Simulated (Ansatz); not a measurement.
```yaml
crystal:
  periodic: [false, false, false]
  atoms:
    - {symbol: Sb, position_ang: [0.000125, 0.000024, -0.024019]}
    - {symbol: H, position_ang: [1.356843, 0.009278, 0.973373]}
    - {symbol: H, position_ang: [-0.696582, 1.172312, 0.963857]}
    - {symbol: H, position_ang: [-0.675344, -1.184482, 0.964345]}
basis:
  gaussian: {orbitals: def2-TZVP}
hamiltonian: {xc: pbe0}
relax: {f_tol: 0.004, max_steps: 80}
```

```sh
$ ansatz run in.yaml --threads 1 --pin off --events-out ev --progress --plain --max-ram 2176MiB
```

Steps of the relaxation (energy above the last step; positions in Å, forces in eV/Å):

```
4
step 1, 24.4 meV
Sb    0.000    0.000   -0.024   -0.002   -0.006   -0.328
H     1.357    0.009    0.973    0.390    0.007    0.113
H    -0.697    1.172    0.964   -0.195    0.339    0.110
H    -0.675   -1.184    0.964   -0.194   -0.341    0.105
```

```
4
step 2, 38.0 meV
Sb   -0.001   -0.002    0.047    0.003    0.005   -0.074
H     1.470    0.013    0.951   -0.367   -0.010    0.022
H    -0.751    1.272    0.940    0.180   -0.320    0.024
H    -0.733   -1.286    0.940    0.183    0.324    0.028
```

```
4
step 3, 0.6 meV
Sb    0.000   -0.001   -0.009    0.000    0.000    0.030
H     1.398    0.011    0.969    0.039    0.000   -0.010
H    -0.716    1.208    0.959   -0.019    0.033   -0.010
H    -0.696   -1.221    0.959   -0.019   -0.034   -0.010
```

```
4
step 5, 0.0 meV
Sb    0.000   -0.001   -0.002    0.000    0.000    0.000
H     1.406    0.011    0.966    0.000    0.000    0.000
H    -0.721    1.216    0.956    0.000    0.000    0.000
H    -0.700   -1.229    0.956    0.000    0.000    0.000
```

Close pairs at the end: Sb1–H4 1.708 Å, Sb1–H3 1.708 Å, Sb1–H2 1.708 Å.

A stationary point of restricted PBE0 after 5 steps (its stability towards spin polarisation wasn't tested); no frequencies were run, so it isn't proven a minimum. 6 s on 1 thread of Arm Neoverse V2, shared host.
